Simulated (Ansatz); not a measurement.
CsCl-type TlCl was calculated with PBE+SOC in Ansatz (plane waves, PAW).

Input:

Ansatz 0.2 input:
```yaml
crystal:
  lattice:
    - [3.9669107387, 0.0, 0.0]
    - [0.0, 3.9669107387, 0.0]
    - [0.0, 0.0, 3.9669107387]
  atoms:
    - { symbol: Tl, position: [0.0, 0.0, 0.0] }
    - { symbol: Cl, position: [0.5, 0.5, 0.5] }
basis:
  ecutwfc: 520
  ecutrho_ratio: 4
  xc_grid: 2
kpoints:
  mp_grid: { grid: [10, 10, 10] }
hamiltonian:
  xc: pbe
  dispersion: none
  pseudopotentials: { kind: paw }
scf:
  occupations: { method: fermi_dirac, width: 0.01 }
  convergence: { dr2_threshold: 0.0000000002 }
output:
  forces: true
  stress: true
  eigenvalues: true
magnetization:
  noncollinear: true
  spin_orbit: true
```

The run printed, among other lines:

```
Crystal: 2 atoms, lattice volume = 62.425 Å³
Basis set: ecut = 520 eV, 1743 PW (Γ), exchange–correlation on 60×60×60 points (8 copies of the dense FFT grid, shifted against one another)
Bands: 28, of which v1, the nominal top of the filled ones, is band 20 counted from 1 (19 counted from 0)
Symmetry: 48 space group operations + 48 with time reversal
k-points: 56 of 1000
Initial density: superposition of atomic densities (chi_scale 0.1, normalization cell, long waves kept (reshape's long-wave potential 0.01 eV rms))
Functional: x = pbe(κ = 0.804, μ = 0.2195149727645171), c = pbe(β = 0.06672455060314922)
spin=Noncollinear: Resta preconditioning applied to the charge; magnetization (m_x, m_y, m_z) channels mix plain (no charge-response kernel on spin).
SCF 1 converged in 9 iterations: F = -12561.258537 eV  dr2 = 2.00e-11
SCF converged after 9 iterations
Free energy (F): -12561.258537 eV
Internal energy: -12561.258537 eV  (E = F + TS)
E sigma→0 (E₀):  -12561.258537 eV
Fermi energy:    4.875693 eV
--- Stress (GPa, compression-positive) ---
       -1.129226      -0.000000       0.000000
        0.000000      -1.129226       0.000000
        0.000000       0.000000      -1.129226
  P = ⅓ Tr σ = -1.1292 GPa (-11.292 kbar)
```

The cell is one volume of an energy–volume scan, off the minimum.

Note: the cell is over a tenth larger than the published one: the level's own overestimate first of all, though another phase or state, or a fault of the published cell, is possible.

It cost around 20 core-seconds (rough) of CPU time.

Ansatz is a program for electronic structure.
